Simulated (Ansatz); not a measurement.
Process, species as SMILES: [SiH2]C (CH3-SiH2) → C[SiH2-] (an electron is taken up)
B3LYP-D3(BJ)/def2-TZVP geometries, fixed; electronic energies without zero-point terms; positive where energy is released.

Basis-set convergence of the adiabatic electron affinity at PBE with Ansatz (a program for electronic structure). Cartesian d functions, on some or all atoms, in 6-31G*, 6-31+G*, 6-311G**, 6-311+G**; all else is spherical. Open shells are unrestricted. No added dispersion term, no relativity. Functions are those of the species that has most. Reference: the value in aug-pcseg-3, 1.054 eV, itself unsure by roughly 0.015 eV (its mean distance from aug-cc-pV(Q+d)Z, def2-QZVPPD). Deviations are taken from unrounded values.

```tsv
basis	functions	adiabatic electron affinity (eV)
6-31G*	44	0.705
6-31+G*	52	1.045
def2-SVP	57	0.729
def2-SVPD	84	0.947
pcseg-1	57	0.936
aug-pcseg-1	95	1.095
cc-pV(D+d)Z	62	0.741
aug-cc-pV(D+d)Z	100	1.086
6-311G**	75	0.941
6-311+G**	83	1.066
def2-TZVP	98	0.912
def2-TZVPD	125	1.001
pcseg-2	134	0.990
aug-pcseg-2	211	1.060
cc-pV(T+d)Z	139	0.877
aug-cc-pV(T+d)Z	216	1.060
def2-TZVPP	143	0.912
def2-TZVPPD	170	1.000
cc-pV(Q+d)Z	269	0.974
aug-cc-pV(Q+d)Z	399	1.048
def2-QZVPP	277	0.999
def2-QZVPPD	304	1.031
pcseg-3	289	1.033
aug-pcseg-3	419	1.054
```

What the diffuse functions change, pair by pair:
- 6-31G* to 6-31+G*: 8 more functions, deviation -0.350 to -0.009 eV
- def2-SVP to def2-SVPD: 27 more functions, deviation -0.325 to -0.107 eV
- pcseg-1 to aug-pcseg-1: 38 more functions, deviation -0.118 to 0.041 eV
- cc-pV(D+d)Z to aug-cc-pV(D+d)Z: 38 more functions, deviation -0.314 to 0.031 eV
- 6-311G** to 6-311+G**: 8 more functions, deviation -0.113 to 0.011 eV
- def2-TZVP to def2-TZVPD: 27 more functions, deviation -0.142 to -0.053 eV
- pcseg-2 to aug-pcseg-2: 77 more functions, deviation -0.064 to 0.006 eV
- cc-pV(T+d)Z to aug-cc-pV(T+d)Z: 77 more functions, deviation -0.177 to 0.005 eV
- def2-TZVPP to def2-TZVPPD: 27 more functions, deviation -0.142 to -0.054 eV
- cc-pV(Q+d)Z to aug-cc-pV(Q+d)Z: 130 more functions, deviation -0.081 to -0.006 eV
- def2-QZVPP to def2-QZVPPD: 27 more functions, deviation -0.055 to -0.024 eV
- pcseg-3 to aug-pcseg-3: 130 more functions, deviation -0.022 to 0.000 eV

Leaving out the reference's own pair, they bring the value nearer the reference by more than 0.015 eV in 11 of 11 pairs.
